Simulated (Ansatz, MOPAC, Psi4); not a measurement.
Process, species as SMILES: CNB(O)O + 4 [H][H] (H2) -> B (BH3) + C (CH4) + N (NH3) + 2 O (H2O)

Quantity: energy of full hydrogenation (enthalpy at 298 K), in kcal/mol. Set-up: valence correlation only; spin-orbit terms left out; no dispersion term unless named; non-relativistic; 6-311+G** with 5d; six Cartesian d functions in 6-31G* and its kin unless marked 5d. Basis-set limits of correlation are two-point, X^-3; Hartree-Fock from the larger set. First-principles rows: single points at B3LYP-D3(BJ) geometries (Ansatz, a first-principles code), with unscaled harmonic terms from B3LYP/6-31G* (Ansatz) at its own minima. Semi-empirical rows: MOPAC heats of formation at their own minima for 298 K.

Coupled cluster (Ansatz) is a level with limits of its own, used here on species with T1 under 0.025 (0.045 for open shells) and stable references: CCSD(T)/CBS(cc-pVTZ,cc-pVQZ).

Value to compare with, CCSD(T)/CBS(cc-pVTZ,cc-pVQZ) (Ansatz): 58.6 kcal/mol.

```json
[
 {"level": "PM3", "program": "MOPAC", "energy of full hydrogenation (enthalpy at 298 K) (kcal/mol)": "148.7", "difference": "90.1"},
 {"level": "HF/3-21G", "program": "Ansatz", "energy of full hydrogenation (enthalpy at 298 K) (kcal/mol)": "78.3", "difference": "19.7"},
 {"level": "PBE/6-31G*", "program": "Ansatz", "energy of full hydrogenation (enthalpy at 298 K) (kcal/mol)": "76.6", "difference": "18.0"},
 {"level": "B3LYP/STO-3G", "program": "Ansatz", "energy of full hydrogenation (enthalpy at 298 K) (kcal/mol)": "122.2", "difference": "63.6"},
 {"level": "B3LYP/6-31+G*", "program": "Ansatz", "energy of full hydrogenation (enthalpy at 298 K) (kcal/mol)": "59.8", "difference": "1.2"},
 {"level": "B3LYP/def2-SVP", "program": "Ansatz", "energy of full hydrogenation (enthalpy at 298 K) (kcal/mol)": "73.0", "difference": "14.4"},
 {"level": "B3LYP/cc-pVDZ", "program": "Ansatz", "energy of full hydrogenation (enthalpy at 298 K) (kcal/mol)": "69.0", "difference": "10.4"},
 {"level": "PBE0/6-311+G**", "program": "Ansatz", "energy of full hydrogenation (enthalpy at 298 K) (kcal/mol)": "53.3", "difference": "-5.3"},
 {"level": "wB97X-D/6-311+G**", "program": "Psi4", "energy of full hydrogenation (enthalpy at 298 K) (kcal/mol)": "52.9", "difference": "-5.7"},
 {"level": "B3LYP-D3(BJ)/def2-TZVPD", "program": "Ansatz + dftd3", "energy of full hydrogenation (enthalpy at 298 K) (kcal/mol)": "58.7", "difference": "0.1"},
 {"level": "wB97X-V/def2-TZVPD", "program": "Ansatz", "energy of full hydrogenation (enthalpy at 298 K) (kcal/mol)": "57.6", "difference": "-1.0"}
]
```

Among the 9 habitual levels, PM3 lies farthest from CCSD(T)/CBS(cc-pVTZ,cc-pVQZ) (Ansatz) (90.1 kcal/mol) and B3LYP/6-31+G* nearest (1.2); 7 of 9 lie above it, and their mean absolute difference is 25.4 kcal/mol, the median 14.4. One case shows no general order.

The levels are drawn from those run, B3LYP/6-31G* more often than the rest, none by its result; left out are runs that failed, that the program found above a lower state of the same kind, or whose <S^2> lies over 0.5 above the pure value.
